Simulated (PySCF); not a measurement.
An unknown is described by computed data only.

Elements present: C, F and H. Monoisotopic mass: 96.0375 u.

- UV, strongest line: among the 10 lowest singlet transitions: S3 at 7.15 eV (173 nm, f = 0.596) [TDDFT CAM-B3LYP/def2-SVPD]
- 13C NMR: chemical shifts (computed TMS as zero) by class: 172.8 (1 C), 141.5 (2 C), 131.8 (1 C), 123.8 (2 C) ppm [GIAO HF/pcSseg-2]
- Polarisability: 67.3 au [CAM-B3LYP/def2-SVPD]
- Rotational structure: rotational constants A, B, C: 5.684, 2.571, 1.770 GHz [PBE0-D3(BJ)/def2-SVP]
- Dipole: 1.56 D [CAM-B3LYP/def2-SVPD]
- NMR, other nuclei: isotropic shieldings of nuclei other than C and H, by class: 343 (1 F) ppm [GIAO HF/pcSseg-2]

Gas-phase values; electronic properties from PySCF, density fitting. Levels stand in brackets. Isolated species at its PBE0-D3(BJ)/def2-SVP geometry, gas phase. NMR values are class means; diastereotopic atoms form classes of their own.

Task: Which formula fits the mass and the elements?

Result: C6H5F (calculated 96.0375). No other formula that holds each of these elements comes within 0.0003 u with a fitting electron parity and a possible valence count.

Task: Propose a structure and show how it fits.

Result: Numbering: `[F:1][c:2]1[cH:3][cH:4][cH:5][cH:6][cH:7]1`. Its formula, C6H5F, gives 4 degrees of unsaturation: 1 ring and 3 π bonds in the structure found (Kekulé form). 6 carbons fall into 4 classes; from least to most shielded: aromatic C–F carbon [C2] (172.8 ppm), aromatic CH carbon [C4/C6] (141.5 ppm, 2 C), aromatic CH carbon [C5] (131.8 ppm), aromatic CH carbon [C3/C7] (123.8 ppm, 2 C). The other shieldings belong to: 343 ppm, aryl fluorine [F1]. The optimised geometry has point group C2v and is an asymmetric top. Structure: `c1(ccccc1)F`. Computed isomers that give other values at the same levels: `C#CC(C)=C=CF` (rotational constant A: 4.653 GHz; this holds for the one conformer computed). The assignments are read from this structure; whether some other isomer fits the data as well wasn't checked.
